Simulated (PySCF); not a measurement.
Species: C5H10S.
SMILES with atom numbers: `[SH:1][CH:2]1[CH2:3][CH2:4][CH2:5][CH2:6]1` (hydrogens: H7 on S1; H8 on C2; H9, H10 on C3; H11, H12 on C4; H13, H14 on C5; H15, H16 on C6)

Structure optimised with GFN2-xTB, isolated species.

Task: List the bond lengths, angles and torsions at this level.

Result: 
```json
{"bond": "S1–C2", "length (Å)": "1.835", "order": "single"}
{"bond": "C2–C3, C2–C6", "length (Å)": "1.524", "order": "single"}
{"bond": "C3–C4, C5–C6", "length (Å)": "1.534", "order": "single"}
{"bond": "C4–C5", "length (Å)": "1.542", "order": "single"}
{"bond": "S1–H7", "length (Å)": "1.329", "order": "single"}
{"bond": "C2–H8", "length (Å)": "1.090", "order": "single"}
{"bond": "C3–H9, C6–H16", "length (Å)": "1.092", "order": "single"}
{"bond": "C3–H10, C6–H15", "length (Å)": "1.089", "order": "single"}
{"bond": "C4–H11, C5–H13", "length (Å)": "1.089", "order": "single"}
{"bond": "C4–H12, C5–H14", "length (Å)": "1.091", "order": "single"}
```

Bonds in one row agree within 0.01 Å and their mean is given. Orders are formal, as drawn. A selection of angles:
```json
{"angle": "C2–S1–H7", "degrees": "96.1"}
{"angle": "S1–C2–C3", "degrees": "112.1"}
{"angle": "S1–C2–H8", "degrees": "103.3"}
{"angle": "C3–C2–C6", "degrees": "103.7"}
{"angle": "C3–C2–H8", "degrees": "112.9"}
{"angle": "C2–C3–C4", "degrees": "104.9"}
{"angle": "C2–C3–H9", "degrees": "108.6"}
{"angle": "C2–C3–H10", "degrees": "112.3"}
{"angle": "C4–C3–H9", "degrees": "110.4"}
{"angle": "C4–C3–H10", "degrees": "112.5"}
{"angle": "H9–C3–H10", "degrees": "108.2"}
{"angle": "C3–C4–C5", "degrees": "106.2"}
{"angle": "C3–C4–H11", "degrees": "111.0"}
{"angle": "C3–C4–H12", "degrees": "110.3"}
{"angle": "C5–C4–H11", "degrees": "111.6"}
{"angle": "C5–C4–H12", "degrees": "110.5"}
{"angle": "H11–C4–H12", "degrees": "107.4"}
{"angle": "C4–C5–H14", "degrees": "110.5"}
{"angle": "C5–C6–H15", "degrees": "112.6"}
```

Torsions: S1–C2–C3–C4 85° (synclinal); C2–C3–C4–C5 23° (synperiplanar); C3–C4–C5–C6 0° (synperiplanar); C4–C5–C6–C2 -22° (synperiplanar); S1–C2–C6–C5 -85° (synclinal); H7–S1–C2–C3 -58° (synclinal).

Of the pairs four or more bonds apart, C5···H7 is among the closest relative to their van der Waals radii: 2.83 Å, 98 % of the sum of Bondi's values. The 5-membered ring C2–C3–C4–C5–C6 has internal angles of 103.7° to 106.2° (sum 526°, against 540° for a flat polygon); it is puckered, 0.16 Å rms from its mean plane, widest ring torsion 37°.

Point group: Cs (tolerance 0.08 Å). Whether it is a minimum is left open (no frequencies). The numbers are those of one conformer (H–S1–C2–C3 -58°, S1–C2–C3–C4 85°, C2–C3–C4–C5 23°, C3–C4–C5–C6 0°, C4–C5–C6–C2 -22°).

These are computed values.
